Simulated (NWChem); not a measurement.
Basis-set dependence for tetrafluoroethylene (C2F4)

```xyz
6

F      1.0955     0.0000     1.3807
C      0.0000     0.0000     0.6647
F     -1.0955     0.0000     1.3807
C      0.0000     0.0000    -0.6647
F     -1.0955     0.0000    -1.3807
F      1.0955     0.0000    -1.3807
```
Charge 0, spin multiplicity 1.

Everything below was run with NWChem. Structure: optimised with PBE0/def2-SVP, a minimum by its harmonic frequencies.

Hartree-Fock energies in Ha, correlation energies in mHa.

The correlated methods keep 6 core orbitals frozen. The Pople sets run with spherical d functions. Coupled-cluster values serve here as a point of comparison, not as the truth.

```
basis    functions         RHF     MP2  SCS-MP2     CCSD  CCSD+T(CCSD)  CCSD(T)  CR-CCSD[T]  CR-CCSD(T)
-------  ---------  ----------  ------  -------  -------  ------------  -------  ----------  ----------
6-31G*          84  -473.40987  -916.8   -877.7   -930.2        -957.7   -954.5      -950.2      -947.9
cc-pVDZ         84  -473.44190  -988.7   -950.7  -1005.5       -1031.5  -1029.1     -1024.4     -1022.7
```

From 6-31G* to cc-pVDZ the Hartree-Fock energy moves by -32.0 mHa and the MP2 correlation energy by -71.9 mHa, which is 7 % of its value in the larger set.
